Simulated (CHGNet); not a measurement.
## Rutile PbO₂

All values below come from the machine-learned potential CHGNet 0.3.0 (trained on PBE and PBE+U data).

Cell (relaxed at this level):

```
CELL_PARAMETERS angstrom
      5.08717     0.00000     0.00000
      0.00000     5.08717     0.00000
      0.00000     0.00000     3.42755
ATOMIC_POSITIONS crystal
  Pb 0.00000 0.00000 0.00000
  Pb 0.50000 0.50000 0.50000
  O  0.30693 0.30693 0.00000
  O  0.80693 0.19307 0.50000
  O  0.19307 0.80693 0.50000
  O  0.69307 0.69307 0.00000
```

For rutile PbO₂, the lattice parameter a comes out as 5.087 Å and the lattice parameter c is 3.428 Å.

Measured, for comparison: lattice constant a 4.958 Å (room temperature, no zero-point or thermal correction, our sources range from 4.950 to 4.958; as tabulated in Hiroi (2015), arXiv:1503.02262); lattice parameter c 3.388 Å (room temperature, no zero-point or thermal correction; as tabulated in Hiroi (2015), arXiv:1503.02262). Computed (rounded) less measured: lattice constant a +2.6 % (+2.6 % to +2.8 % over the range), lattice parameter c +1.2 %.

A machine-learned potential is trained on density-functional data: it inherits that level's misses and adds fitting errors of its own.

Note: the model gives imaginary modes for this phase (in the spectrum interpolated from a supercell); this model's volume lies 6 % above that of the starting cell (a measured, published or database cell).
